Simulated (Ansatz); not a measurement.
**Property card for CoSi2**

Theory: Ansatz 0.2.0, DFT r2SCAN, scalar-relativistic, plane waves, PAW.

Settings: cutoff 500 eV, Γ-centred mesh 14×14×14 on the computed 3-atom cell, Gaussian smearing of 0.10 eV; no spin polarisation.

The structure is relaxed at this level of theory with its symmetry kept.

Symmetry: Fm-3m, No. 225, cubic system. The conventional cell has a = 5.315 Å, b = 5.315 Å, c = 5.315 Å, α = 90.00°, β = 90.00°, γ = 90.00°. Around Co (site symmetry m-3m) lie 8 Si at 2.30 Å. Around Si (site symmetry -43m) lie 4 Co at 2.30 Å.

* Volume per atom: 12.51 Å³
* Formation energy from the elements' standard states (uncorrected): -0.412 eV/atom
* Generalised Kohn–Sham band gap: none (metal)
* Density of states at the Fermi level: 0.96 states/eV per cell
* Löwdin character within 0.5 eV of the Fermi level: Co 3d 43 %, Si 3p 43 %, unprojected 9 %
* Bulk modulus: 197 GPa
* Its pressure derivative: 4.5
* Bader charges (e): Co (1 in the cell) -1.13, Si (2 in the cell) 0.57

A ferromagnetic start lost its moments in a first run, so spin was left out; other magnetic orders weren't tried.

Cost: 6 runs of about 2.2 core-minutes in all, on Arm Neoverse V2 (shared hosts).